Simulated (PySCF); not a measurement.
**Working out the ionisation energy of Ar**

Ar [Ar] (1S) → Ar⁺ [Ne] 3s2 3p5 (2P). Calculation: PySCF 2.14, in cc-pV(D+d)Z (4s3p2d, 23 functions); the non-relativistic Hamiltonian (point nucleus). Frozen: [Ne]. Energies in hartree (1 hartree = 27.21139 eV):

| part | Ar (lower) | Ar⁺ (upper) |
| --- | --- | --- |
| UHF | -526.799865 | -526.260750 |
| CCSD correlation | -0.158085 | -0.136021 |
| (T) | -0.001587 | -0.001433 |

**Question.** What does Hartree-Fock give?

**Answer.** (-526.260750) − (-526.799865) = 0.539115 hartree = 14.670 eV.

**Question.** What do CCSD and CCSD(T) give?

**Answer.** The CCSD correlation energies differ by 0.022064 hartree = 0.600 eV and the triples by 0.000154 hartree = 0.004 eV, so CCSD gives 15.270 eV and CCSD(T) 15.274 eV.

Measured between the centres of the two terms (NIST): 15.819 eV, so CCSD(T) (valence) is off by -0.545 eV.

What remains against the reference includes basis incompleteness, the frozen core and higher excitations.
